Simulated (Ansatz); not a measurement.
**BH5OSi (SMILES OB[SiH3]): single points off equilibrium**

The task here is to estimate one member of a computed series from the others.

Program: Ansatz 0.2.0, Gaussian basis. Level of theory: single points in def2-TZVPP. These are calculated values, not measurements.

Cores are frozen in the correlated methods.

## The system as given

SMILES `OB[SiH3]`, 8 atoms, charge 0, spin multiplicity 1.

Atoms are counted from 1 here; the program's logs count them from 0.

Bond lengths: O1–B2 1.320 Å, O1–H4 0.979 Å, B2–Si3 1.967 Å, B2–H5 1.194 Å, Si3–H6 1.491 Å, Si3–H7 1.450 Å, Si3–H8 1.483 Å. Angles: B2–O1–H4 116.3°, O1–B2–Si3 116.6°, O1–B2–H5 121.0°, Si3–B2–H5 122.4°, B2–Si3–H6 113.8°, B2–Si3–H7 114.6°, B2–Si3–H8 113.8°, H6–Si3–H7 105.2°, H6–Si3–H8 104.5°, H7–Si3–H8 103.7°.

As a file:

```mol
BH5OSi
  3D, bonds by distance, orders not assigned

  8  7  0  0  0  0  0  0  0  0999 V2000
   -1.3422    0.2146   -1.1357 O   0  0
   -0.3134    0.6839   -0.4546 B   0  0
    0.6366   -0.5954    0.6994 Si  0  0
   -1.8117    0.8541   -1.7090 H   0  0
    0.0178    1.8265   -0.5507 H   0  0
    0.6086   -0.2365    2.1461 H   0  0
    2.0396   -0.7724    0.3779 H   0  0
    0.0881   -1.9723    0.6465 H   0  0
  1  2  8  0
  1  4  8  0
  2  3  8  0
  2  5  8  0
  3  6  8  0
  3  7  8  0
  3  8  8  0
M  END
```

Set-up of the first run:

The input, run/in.yaml:

```yaml
crystal:
  periodic: [false, false, false]
  atoms:
    - {symbol: O, position_ang: [-1.342200, 0.214600, -1.135700]}
    - {symbol: B, position_ang: [-0.313400, 0.683900, -0.454600]}
    - {symbol: Si, position_ang: [0.636600, -0.595400, 0.699400]}
    - {symbol: H, position_ang: [-1.811700, 0.854100, -1.709000]}
    - {symbol: H, position_ang: [0.017800, 1.826500, -0.550700]}
    - {symbol: H, position_ang: [0.608600, -0.236500, 2.146100]}
    - {symbol: H, position_ang: [2.039600, -0.772400, 0.377900]}
    - {symbol: H, position_ang: [0.088100, -1.972300, 0.646500]}
basis:
  gaussian: {orbitals: def2-TZVPP}
correlation: {method: ccsd_t}
output: {forces: true}
```

The command line of these runs was not kept.

Steps of the session up to this table: CCSD(T)/def2-TZVPP; PBE0-D4/def2-TZVPP; wB97M-V/def2-TZVPP; r2SCAN-D4/def2-TZVPP; PBE-D4/def2-TZVPP; r2SCAN0-D4/def2-TZVPP; SPW92/def2-TZVPP.

One table of the session follows, with a row left open; its other results are not shown here.

| method | RMS force component (eV/Å) | angle to CCSD(T) forces (°) | dipole (D) |
| --- | --- | --- | --- |
| CCSD(T) | 0.723 | reference | 2.54 |
| PBE0-D4 | 0.610 | 9.6 | 2.52 |
| wB97M-V | 0.642 | 5.0 | 2.58 |
| r2SCAN-D4 | 0.624 | 5.1 | 2.52 |
| PBE-D4 | 0.619 | 15.7 | 2.50 |
| r2SCAN0-D4 | 0.639 | 14.4 | 2.54 |
| SPW92 | ? | ? | ? |

Estimate the missing values for SPW92.

As computed: RMS force component (eV/Å): 0.440; angle to CCSD(T) forces (°): 25.5; dipole (D): 2.50. In the column «RMS force component (eV/Å)» it is the lowest.
